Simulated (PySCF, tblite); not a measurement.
Species: C3H6NO (doublet state).
Atom-mapped SMILES: `[H]/[N:5]=[C:4]/[O:3][CH2:2][CH3:1]` (hydrogens: H6, H7, H8 on C1; H9, H10 on C2; H11 on N5)

Computed geometry: GFN2-xTB, gas phase. This method treats the open shell by occupation alone, without spin polarisation.

(1) Give the optimised bond lengths and angles.

## Answers

(1) 
```json
{"bond": "C1–C2", "length (Å)": "1.517", "order": "single"}
{"bond": "C2–O3", "length (Å)": "1.458", "order": "single"}
{"bond": "O3–C4", "length (Å)": "1.282", "order": "single"}
{"bond": "C4=N5", "length (Å)": "1.250", "order": "double"}
{"bond": "C1–H6, C1–H7, C1–H8", "length (Å)": "1.087", "order": "single"}
{"bond": "C2–H9, C2–H10", "length (Å)": "1.092", "order": "single"}
{"bond": "N5–H11", "length (Å)": "1.009", "order": "single"}
```

Bonds in one row agree within 0.01 Å and their mean is given. Orders are formal, as drawn. A selection of angles:
```json
{"angle": "C2–C1–H6", "degrees": "109.9"}
{"angle": "H6–C1–H7", "degrees": "108.9"}
{"angle": "C1–C2–O3", "degrees": "111.2"}
{"angle": "C1–C2–H9", "degrees": "110.8"}
{"angle": "O3–C2–H9", "degrees": "107.9"}
{"angle": "O3–C2–H10", "degrees": "104.6"}
{"angle": "H9–C2–H10", "degrees": "110.3"}
{"angle": "C2–O3–C4", "degrees": "120.1"}
{"angle": "O3–C4–N5", "degrees": "131.5"}
{"angle": "C4–N5–H11", "degrees": "119.3"}
```

Torsions: C1–C2–O3–C4 -76° (synclinal); C2–O3–C4–N5 -1° (synperiplanar); H11–N5–C4–O3 -179° (antiperiplanar). The mirror-image conformer, all signs reversed, is as good.

The C–O distances run from 1.282 Å (O3–C4, drawn single) to 1.458 Å (C2–O3, drawn single), a spread of 0.176 Å. Of the pairs four or more bonds apart, N5···H9 is among the closest relative to their van der Waals radii: 2.68 Å, 97 % of the sum of Bondi's values.

Point group: C1 (no symmetry element, even within 0.4 Å). Its GFN2-xTB frequencies are all real (lowest 62 cm⁻¹). 3 starts were optimised and ended at 0.00, 0.45 and 6.81 kcal/mol (GFN2-xTB); the lowest of these is shown.
